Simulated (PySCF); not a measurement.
Which level of theory gave which numbers?

C4H9P.
Geometry (PBE0-D3(BJ)/def2-TZVP, Å), atoms numbered from 1 in this order:
```xyz
14
C4H9P angstrom
C      2.092   -0.442   -0.214
C      1.026   -0.839    0.474
P     -0.386    0.170    0.978
C     -0.267    1.587   -0.180
C     -1.740   -0.793    0.184
H      2.927   -1.108   -0.401
H      2.178    0.563   -0.613
H      1.003   -1.857    0.862
H      0.557    2.239    0.113
H     -1.189    2.169   -0.109
H     -0.124    1.268   -1.216
H     -1.562   -0.961   -0.881
H     -1.840   -1.757    0.686
H     -2.681   -0.253    0.312
```

The closed-shell ground state was solved 3 times with PySCF (density fitting, gas phase), always in the pcSseg-2 basis (313 functions), with these functionals: B97-2, KT3 and wB97X-D. Isolated species at its PBE0-D3(BJ)/def2-TZVP geometry (one conformer only).

| row | total energy (Eh) | HOMO (eV) | LUMO (eV) | dipole (D) |
| --- | --- | --- | --- | --- |
| P | -499.1975 | -8.08 | 1.55 | 1.27 |
| Q | -499.2152 | -6.06 | -0.24 | 1.24 |
| R | -504.4140 | -5.32 | -1.11 | 1.15 |

Question: Which functional belongs to which row?

Answer: P = wB97X-D, Q = B97-2, R = KT3. By rising HOMO–LUMO gap: KT3 (GGA) 4.21 eV; B97-2 (global hybrid, 21 % exact exchange) 5.82 eV; wB97X-D (range-separated hybrid) 9.63 eV. Total energies of different functionals aren't bounds to one another; each is stationary for its own functional.

wB97X-D is run here without its empirical dispersion term; that term would change no orbital, density or response property at a fixed geometry.
